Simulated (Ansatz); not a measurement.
bcc Mo, treated with r²SCAN in Ansatz (plane waves, PAW).

A relaxed, unreconstructed slab of the (111) face has 18 atoms, two equal faces of 17.197 Å² each and an energy of -89409.8422 eV. A bulk cell of 3 atoms with the same orientation and in-plane k mesh has -14902.7921 eV. Energies are extrapolated to zero smearing.

Run with plane-wave cutoff 500 eV, 18×18×1 k mesh (along the axes of the cell as run), Fermi–Dirac smearing 0.1 eV, scalar-relativistic PAW data made under PBE.

Worked out: γ = (E_slab − N E_bulk per atom)/2A = [-89409.8422 − 18 × (-14902.7921/3)]/(2 × 17.197) = 0.2009 eV/Å². With 16.022 J/m² per eV/Å² this is 3.22 J/m², or 3.46 eV per surface cell and face.

Ansatz is an electronic-structure program.
